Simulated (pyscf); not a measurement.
PySCF, gas phase, ωB97X-D3(BJ)/def2-SVP geometries. MP2 and CC: frozen core, UHF for open shells. ΔMP2 is the change of the MP2 total energy from the triple- to the quadruple-zeta basis.

Question: For CH₄ (SMILES C) + H₂N–InH₂ (SMILES [NH2][InH2]) → H₃C–InH₂ (SMILES [CH3][InH2]) + NH₃ (SMILES N), a four-centre exchange (singlet surface; C–H, In–N broken, C–In, H–N formed), PBE/def2-TZVP gives ΔE‡ = 111.4 kJ/mol and ΔE = +49.1 kJ/mol (zero: the separated reactants). In which direction and how far do M06-2X/def2-TZVP, ωB97M-D3(BJ)/def2-TZVP, CCSD(T)/def2-TZVPP + ΔMP2(QZVPP) move these?

Answer: M06-2X: ΔE‡ = 119.5 kJ/mol, ΔE = +55.5 kJ/mol; ωB97M-D3(BJ): ΔE‡ = 128.3 kJ/mol, ΔE = +47.7 kJ/mol; CCSD(T): ΔE‡ = 125.9 kJ/mol, ΔE = +48.0 kJ/mol. PBE's barrier lies under all of them, by 8.0 to 16.9 kJ/mol. Its reaction energy lies among theirs. On the product side the descent ends in an adduct with a In–N contact, 85.9 kJ/mol under the separated species and 159.6 kJ/mol under the saddle at ωB97X-D3(BJ)/def2-TZVP. What is counted as broken (In–N) persists as a longer contact in the product adduct; parting that adduct is a step of its own. This is the saddle that the search found; another between the same sides may lie lower. The CCSD(T) − MP2 part came from Ansatz, without density fitting, on the same reference. The frozen core leaves the outer d or s,p core shells of the metals and heavy elements correlated in the MP2 and CC values, and def2-TZVPP describes them poorly, which can shift differences by a few kcal/mol. Elements past Kr carry the def2 core potentials, without spin-orbit coupling.
